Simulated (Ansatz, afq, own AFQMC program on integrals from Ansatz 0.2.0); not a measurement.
## Where AFQMC and coupled cluster stand for Si2NH6, doublet

```xyz
9

Si   -1.1112    0.7462   -0.8920
N    -0.0108    0.4605    0.4332
Si    1.0234   -0.9176    0.7214
H    -1.6084   -0.5881   -1.3613
H    -2.2534    1.5933   -0.4066
H     0.1798    1.2770    1.0106
H     0.4866   -2.0520   -0.0846
H     1.0183   -1.2712    2.1745
H     2.4474   -0.6758    0.3259
```

Basis def2-TZVP. Noble-gas cores (and the filled d shells of Ga–Kr and In–Xe) are frozen. Integrals, coupled cluster, full CI and functionals: Ansatz 0.2.0; the random walks run on the same integrals in our own AFQMC program. The CISD trial takes its coefficients from CCSD amplitudes. Released means that phaseless walkers are propagated on without the constraint, phases kept. ± is one standard error of the sampling.

Determinant: UHF, the one that the program's search chose, which needn't be the lowest solution. The geometry is a PBE0/def2-SVP stationary point of this or a neighbouring charge and spin state.

No full CI on the walks' own integrals is used here. The released AFQMC energy serves as the reference, which it does only where one determinant dominates, the energy is flat over the last release times and near the phaseless one (40 meV or 2 meV an electron, half that with transition metals). On small molecules, where full CI could be run and the noise was under 10 meV, such values lay within 10 meV of it in 19 cases of 20, a flattering rate, since the rule was set on those same cases; what remains of the bias isn't in the error bar.

Cautions: the released value is read at 1.50 1/Eh with a noise of 14 meV, more than in the cases checked (meV from the phaseless value at times in 1/Eh: 4 ± 10 at 0.24, -8 ± 10 at 0.51, -10 ± 10 at 0.99, 2 ± 14 at 1.50).

```
T1 diagnostic                               : 0.0149
weight of the determinant in the CISD state : 0.823
⟨S²⟩ of the determinant                     : 0.755
size of the correlated space                : 19 electrons in 130 orbitals
```

Reference: AFQMC with the constraint released, correlation energy -13.425 ± 0.014 eV.

```csv
level,E − E(reference) (kcal/mol),share of correlation (%)
HF,309.59 ± 0.33,0.00
MP2,41.79 ± 0.33,86.50
CCSD,11.66 ± 0.33,96.24
CCSD(T),1.14 ± 0.33,99.63
ph-AFQMC/CISD,-0.04 ± 0.41,100.01
```

Released energies are given only where the last usable release times agree within the noise; a slower fall can still hide under it.
